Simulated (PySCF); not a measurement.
Species: C4H7 (doublet state).
Cartesian coordinates in Å at the GFN2-xTB level; atoms count from 1:
```
atom  x, y, z in Å
C1    -1.376    0.199   -0.223
C2    -0.035   -0.483   -0.062
C3     0.830   -0.190    1.080
C4     1.230    0.347   -0.220
H5    -1.343    1.204    0.192
H6    -1.648    0.264   -1.276
H7    -2.148   -0.364    0.298
H8    -0.036   -1.501   -0.452
H9     1.342   -0.820    1.775
H10    2.100   -0.057   -0.727
H11    1.090    1.403   -0.412
```

As a line formula: `C[C@@H]1[CH]C1` [radical].

Computed, not measured: UKS B3LYP, pcH-1 on C H, non-relativistic, mean-field spin-orbit, GIAO in PySCF. Isolated species at its GFN2-xTB geometry, gas phase. The geometry wasn't refined by DFT: couplings that depend on bond lengths, twists or pyramidal angles can differ widely from those at the functional's own minimum. The SCF solution wasn't tested for stability.

(1) Break the g tensor into its mass correction, gauge correction and orbital-Zeeman/spin–orbit terms.

(2) At 9.733 GHz, how far is the centre of the isotropic spectrum from where a free electron (g = 2.002319) resonates?

(3) What are the electron Larmor frequencies g μB B/h along the three axes at 340 mT?

(4) Average each term over the three axes. Which is largest in size?

(5) In a frozen sample, at which fields do the three g values resonate at 9.5, 34, 94 and 263 GHz (hyperfine left aside), and which band first spreads them over more than twice a line width of 0.3 mT?

Answers

(1) 
```
                    Δg (ppm)     1     2     3
relativistic mass correction  -142  -142  -142
            gauge correction    22     7    16
   orbital Zeeman/spin–orbit   -17   610   914
                       total  -138   474   788
```

So g = 2.00218, 2.00279, 2.00311 and g_iso = 2.00269; the tensor is rhombic: the two nearest values differ by 34 % of g3 − g1. Axes: g3 points within 14° of the C3–H9 bond.

(2) B = hν/(g μB) with μB/h = 13.99624 MHz/mT gives 347.30 mT for the free electron and 347.23 mT at g_iso, 0.06 mT lower.

(3) 9.5278, 9.5307, 9.5322 GHz for g1, g2 and g3, a range of 4.4 MHz.

(4) The orbital-Zeeman/spin–orbit term 502, the mass correction -142 and the gauge correction 15 ppm, for a total of 375 ppm. The orbital-Zeeman/spin–orbit term is the largest in size. The mass correction is the same along every axis, so the anisotropy comes from the other two: their spans along these axes are 15 (gauge) and 931 ppm (orbital Zeeman/spin–orbit).

(5) 
```csv
band,GHz,B(g3) mT,B(g2) mT,B(g1) mT,spread mT
X,9.5,338.85,338.90,339.01,0.16
Q,34.0,1212.73,1212.92,1213.29,0.56
W,94.0,3352.83,3353.36,3354.38,1.55
J,263.0,9380.80,9382.27,9385.14,4.34
```

The spread grows in proportion to the frequency. W band is the first where it exceeds 0.6 mT.

The largest Mulliken spin population is on C3 (+0.97). The angles at C3 add up to 326.6°, so it is pyramidal.

The HOMO–LUMO gaps are 7.47 eV among the α and 6.01 eV among the β orbitals.
